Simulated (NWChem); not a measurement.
## Extrapolating the UMP2 correlation energy of S

```xyz
1

S      0.0000     0.0000     0.0000
```
Charge 0, spin multiplicity 3.

Everything below was run with NWChem.

The correlated methods keep 5 core orbitals frozen. The stability of the SCF solutions was not checked. Open-shell Hartree-Fock references start from PBE0 orbitals.

Worked example. The UMP2 correlation energy is -116.53 mHa in cc-pVTZ and -127.28 mHa in cc-pVQZ. The form E(X) = E∞ + A/X³ turns the pair into an estimate of the basis-set limit.

E∞ = (4³·(-127.28) − 3³·(-116.53))/(4³ − 3³) = -135.1 mHa. The larger basis holds 94 % of that. This is a two-point estimate.
